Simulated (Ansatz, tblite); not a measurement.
# The cluster B₃H₃−: rung by rung

How do method and basis change the picture of the cluster B₃H₃− (doublet)?

Computed with Ansatz 0.2.0, Gaussian basis. Level: as each input shows.

The runs, in order: GFN1-xTB, GFN2-xTB, PBE-D4/def2-TZVPD, r2SCAN-D4/def2-TZVPD, revPBE-D4/def2-TZVPD, LDA/def2-TZVPD, r2SCANh-D4/def2-TZVPD, CAM-B3LYP-D4/def2-TZVPD, B3LYP-D4/def2-TZVPD, PBE+5HF/def2-TZVPD, PBE+10HF/def2-TZVPD, PBE+15HF/def2-TZVPD, PBE+35HF/def2-TZVPD, PBE+50HF/def2-TZVPD, PBE-D4/def2-SVPD, PBE0-D4/def2-SVPD, CCSD(T)/def2-TZVPPD, MP2/def2-TZVPD, RPA/def2-TZVPD.

### Step 1. The relaxed structure

The geometry is that of the doublet, from an earlier relaxation (r2SCAN-D4/def2-TZVPD). At that level it is the lowest of the isomers that a small search found.

6 atoms, charge -1, spin multiplicity 2.

Bond lengths: B1–B2 1.552 Å, B1–B3 1.735 Å, B1–H4 1.197 Å, B2–B3 1.553 Å, B2–H5 1.202 Å, B3–H6 1.197 Å. Angles: B2–B1–B3 56.1°, B2–B1–H4 178.7°, B3–B1–H4 125.2°, B1–B2–B3 67.9°, B1–B2–H5 146.2°, B3–B2–H5 145.9°, B1–B3–B2 56.0°, B1–B3–H6 125.4°, B2–B3–H6 178.6°.

The ion is computed in the gas phase, without counter-ions or solvent.

PBE0-D4/def2-TZVPD was run before; its log isn't repeated, and its numbers join the tables.

### Step 2. GFN1-xTB

Tight binding, by tblite at 300 K electronic temperature and without a spin-polarisation term:

```python
tblite.interface.Calculator('GFN1-xTB', numbers, positions, charge=-1, uhf=1).singlepoint()
```

Energy -160.9595 eV; 0.009 s.

### Step 3. GFN2-xTB

Tight binding, by tblite at 300 K electronic temperature and without a spin-polarisation term:

```python
tblite.interface.Calculator('GFN2-xTB', numbers, positions, charge=-1, uhf=1).singlepoint()
```

Energy -142.4473 eV; 0.002 s.

### Step 4. PBE-D4/def2-TZVPD

start.molden holds the orbitals of an earlier run on this state, given as this run's starting guess.

in.yaml reads:

```yaml
crystal:
  periodic: [false, false, false]
  atoms:
    - {symbol: B, position_ang: [-0.431346, -0.691183, 0.427126]}
    - {symbol: B, position_ang: [0.213485, -0.271704, -0.921060]}
    - {symbol: B, position_ang: [0.301053, 0.856061, 0.143243]}
    - {symbol: H, position_ang: [-0.935781, -1.038556, 1.456057]}
    - {symbol: H, position_ang: [0.470049, -0.597185, -2.049473]}
    - {symbol: H, position_ang: [0.382541, 1.742567, 0.944097]}
basis:
  gaussian: {orbitals: def2-TZVPD, initial_orbitals: start.molden}
total_charge: -1
magnetization: {spin_polarized: true, initial_magnetization: 1}
hamiltonian: {xc: pbe, dispersion: d4}
scf: {omitted_lower_state_checks: [starts]}
output: {forces: true, orbitals: {seedname: orbitals}}
```

On the command line:

```sh
ansatz run in.yaml --threads 4 --pin off --events-out ev --progress --plain --max-ram 3916MiB
```

The runs that follow: r2SCAN-D4/def2-TZVPD; revPBE-D4/def2-TZVPD; LDA/def2-TZVPD; r2SCANh-D4/def2-TZVPD; CAM-B3LYP-D4/def2-TZVPD; B3LYP-D4/def2-TZVPD; PBE+5HF/def2-TZVPD; PBE+10HF/def2-TZVPD; PBE+15HF/def2-TZVPD; PBE+35HF/def2-TZVPD; PBE+50HF/def2-TZVPD; PBE-D4/def2-SVPD; PBE0-D4/def2-SVPD; CCSD(T)/def2-TZVPPD; MP2/def2-TZVPD; RPA/def2-TZVPD.

Before running them: what should the planned runs give, taken together? Wanted: gap in def2-TZVPD, named functionals, smallest and largest; gap over the share of exact exchange; correlation energy, CCSD(T)/def2-TZVPPD; correlation energy, MP2/def2-TZVPD; ⟨S²⟩ in def2-TZVPD, named functionals, smallest and largest; PBE0 total energy, smallest basis above largest.

The runs gave:

```
                                                   quantity                                  value
 gap in def2-TZVPD, named functionals, smallest and largest  0.86 eV (LDA), 5.30 eV (CAM-B3LYP-D4)
                       gap over the share of exact exchange           1.24 eV at 0, 5.21 eV at 0.5
                    correlation energy, CCSD(T)/def2-TZVPPD                              -10.03 eV
                         correlation energy, MP2/def2-TZVPD                               -8.53 eV
⟨S²⟩ in def2-TZVPD, named functionals, smallest and largest                           0.753, 0.763
            PBE0 total energy, smallest basis above largest        2.19 eV (def2-SVPD, def2-TZVPD)
```

Over the named functionals in def2-TZVPD the gap runs from 0.86 eV (LDA) to 5.30 eV (CAM-B3LYP-D4); exact exchange widens it. Raising the share of exact exchange from 0 to 0.5 moves the HOMO by -2.17 eV and the LUMO by +1.80 eV. Over the named functionals in def2-TZVPD spin contamination reaches 0.01 (r2SCANh-D4), which is small. LDA, PBE-D4, revPBE-D4, r2SCAN-D4, r2SCANh-D4, B3LYP-D4 put the HOMO above zero; others here keep it below zero, so the sign hangs on the functional's self-interaction and doesn't show that the species is unbound.
